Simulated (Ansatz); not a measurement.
C3H8N2 can be A, `C/N=C/NC`, or B, `C/N=C\CN`.

Computed with Ansatz on PBE0-D4/def2-TZVP structures; ΔE is electronic, products minus reactants. CCSD(T)/CBS adds triple-zeta CCSD(T) − MP2 to the extrapolated MP2 energy (def2 sets, frozen cores). Double bonds are as drawn, so ΔE can hold a change between cis and trans. DFT in def2-TZVPP. B3LYP here is the variant with VWN-RPA as its local correlation; programs differ in this. Each species was taken in one conformer, which may not be the lowest.

**Question.** Which isomer does CCSD(T)/CBS put lower? Give the gap. (Best estimate.)

**Answer.** Ansatz gave: A, by 9.1 kcal/mol.

**Question.** Give E(B) − E(A) in kcal/mol with PBE-D4, r2SCAN-D4, B2PLYP, CCSD/def2-TZVPP, CCSD(T)/def2-TZVPP, B3LYP-D4, PBE0-D4. (Best estimate.)

**Answer.** The calculation gave: PBE-D4 12.4, r2SCAN-D4 12.4, B2PLYP 11.4, CCSD/def2-TZVPP 9.0, CCSD(T)/def2-TZVPP 9.2, B3LYP-D4 11.9, PBE0-D4 11.7. None reverses the order clearly.

Largest T1 diagnostic: 0.012.
